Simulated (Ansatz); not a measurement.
**SiNH2+ (triplet): wave-function methods side by side, def2-QZVPP**

The task here is to estimate one member of a computed series from the others.

Program: Ansatz 0.2.0, Gaussian basis. Level of theory: def2-QZVPP, core rule «outside noble gas», up to 6 orbitals frozen. These are calculated values, not measurements.

The runs, in order: UHF; ROHF; CCSD(T) on UHF.

2 further runs of the same task are left out: 2 set aside as unsound or not needed.

### The geometry

The geometry is a PBE0/def2-TZVP stationary point (not a proven minimum) of the parent state, kept for this charge and spin.

4 atoms, charge 1, spin multiplicity 3.

Atoms are counted from 1 here; the program's logs count them from 0.

Bond lengths: Si1–N2 1.594 Å, Si1–H3 1.515 Å, N2–H4 1.008 Å. Angles: N2–Si1–H3 110.1°, Si1–N2–H4 134.1°.

Set-up of the first run:

in.yaml reads:

```yaml
crystal:
  periodic: [false, false, false]
  atoms:
    - {symbol: Si, position_ang: [0.000000, -0.122073, 0.533276]}
    - {symbol: N, position_ang: [0.000000, 0.188076, -1.030483]}
    - {symbol: H, position_ang: [0.000000, 1.172580, 1.320024]}
    - {symbol: H, position_ang: [0.000000, -0.384678, -1.859409]}
basis:
  gaussian: {orbitals: "def2-QZVPP.json"}
total_charge: 1
magnetization: {spin_polarized: true, initial_magnetization: 2}
hamiltonian: {xc: hf}
output: {orbitals: {seedname: orbitals}}
```

Run with:

```sh
$ ansatz run in.yaml --threads 1 --pin off --events-out ev --progress --plain --max-ram 2393MiB
```

Among the steps run: UHF; ROHF; CCSD(T) on UHF.

One of the session's tables, all rows but one given; the rest of the session is left out.

It belongs to the step «Misses and costs». 

```
  method  from UCCSD(T) (meV)
    ROHF              +8153.7
     UHF              +7936.9
    UMP2                    ?
   UCCSD               +293.9
UCCSD(T)                    0
```

Estimate the missing values for UMP2.

As computed: from UCCSD(T) (meV): +993.1. In the column «from UCCSD(T) (meV)» it lies between UCCSD (+293.9) and UHF (+7936.9).
